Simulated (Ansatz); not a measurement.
Reaction: C3H6O (SMILES C(CO)=C) → C2H3 (SMILES [CH]=C, doublet) + CH3O (SMILES [CH2]O, doublet) (the C-C bond breaks)
Each species at its own B3LYP-D3(BJ)/def2-TZVP minimum (Ansatz, a quantum-chemistry and plane-wave program), one conformer.

Wanted: bond dissociation energy (electronic), in kJ/mol. UHF or UKS for unpaired electrons; spin-orbit terms are left out. CBS(X,Y): correlation extrapolated as X^-3, Hartree-Fock from the larger set. A bracket is a step between two methods taken in the basis named. The functionals are non-relativistic, so their misses hold any scalar relativity. 'core' is core correlation in cc-pwCVTZ, 'X2C' scalar relativity in cc-pVTZ-DK, both at CCSD(T). The UHF reference of C2H3 ([CH]=C, doublet) is spin-contaminated (<S^2> up to 0.19 over the pure value in the sets run).

CCSD(T)/CBS(cc-pVTZ,cc-pVQZ) + [CCSDT(Q) - CCSD(T)]/cc-pVDZ + core + X2C (Ansatz) gives 432.2 kJ/mol.

Question: What does PBE/def2-TZVPD (Ansatz) give here, and how do the other levels compare?

Answer: PBE gives 410.7 kJ/mol, 21.5 kJ/mol below it. Differences of the others: r2SCAN/def2-TZVPD (Ansatz) -39.0; B3LYP/def2-TZVPD (Ansatz) -35.6; PBE0/def2-TZVPD (Ansatz) -20.0; wB97M-V/def2-TZVPD (Ansatz) -3.1; CCSD(T)/CBS(cc-pVTZ,cc-pVQZ) + core + X2C (Ansatz) 1.8 kJ/mol. Nearer than PBE: PBE0/def2-TZVPD, wB97M-V/def2-TZVPD, CCSD(T)/CBS(cc-pVTZ,cc-pVQZ) + core + X2C.
